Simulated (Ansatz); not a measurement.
Geometry optimisation, Ansatz 0.2.0, RKS PBE-D4/def2-SVP.

Input file:

```yaml
crystal:
  periodic: [false, false, false]
  atoms:
    - { symbol: Si, position_ang: [-0.09722, 0.196952, 0.151537] }
    - { symbol: "N", position_ang: [-0.096282, 0.287006, 1.939028] }
    - { symbol: H, position_ang: [-0.797712, -0.224281, 2.477321] }
    - { symbol: H, position_ang: [0.787204, 0.346321, 2.44629] }
    - { symbol: H, position_ang: [1.320872, 0.316335, -0.327677] }
    - { symbol: H, position_ang: [-0.885485, 1.338476, -0.438534] }
    - { symbol: H, position_ang: [-0.726496, -1.07162, -0.36435] }
    - { symbol: H, position_ang: [1.202029, -2.026004, 0.862938] }
    - { symbol: H, position_ang: [0.94229, -1.665385, 1.432946] }
basis:
  gaussian: { orbitals: def2-SVP }
hamiltonian:
  xc: pbe
  dispersion: d4
relax:
  f_tol: 0.03
  max_steps: 50
output:
  orbitals: {}
```

Command:

```bash
$ ansatz run input.yaml --threads 2 --pin off --max-ram 3072MiB --backend cpu --events-out ev --progress --plain --runs-dir out
```

Q: Where does it end, and by what steps?

A: The run converged. The force dipped under the threshold on the way, but the program's further checks kept it going. After 19 steps the energy has fallen by 0.305 eV; H8 moved furthest, 1.49 Å.

```
step  energy less start (eV)  largest force component (eV/Å)  accepted
   0                  0.0000                           1.440       yes
   1                 -0.1475                           0.490       yes
   2                 -0.1996                           0.319       yes
   3                 -0.2259                           0.134       yes
   4                 -0.2410                           0.181       yes
   5                 -0.2370                           0.669        no
   6                 -0.2483                           0.163       yes
   7                 -0.2529                           0.207       yes
   8                 -0.2589                           0.316       yes
   9                 -0.2643                           0.665       yes
  10                 -0.2765                           0.689       yes
  11                 -0.2927                           0.238       yes
  12                 -0.3007                           0.169       yes
  13                 -0.3022                           0.124       yes
  14                 -0.3037                           0.044       yes
  15                 -0.3037                           0.105       yes
  16                 -0.3044                           0.005       yes
  17                 -0.3046                           0.056       yes
  18                 -0.3048                           0.054       yes
  19                 -0.3050                           0.029       yes
```

```xyz
9
Properties=species:S:1:pos:R:3
Si -0.258 0.557 -0.014
N 0.047 -0.091 1.586
H -0.756 -0.431 2.123
H 0.673 0.434 2.205
H 1.077 0.818 -0.658
H -1.047 1.849 -0.084
H -1.026 -0.481 -0.785
H 1.653 -2.911 1.980
H 1.286 -2.247 1.826
```

Whether the end is a true minimum wasn't checked by a vibrational analysis.

Time of the run: 13 s on 2 threads of Arm Neoverse V2, with other jobs on the host, peak memory 0.11 GiB.
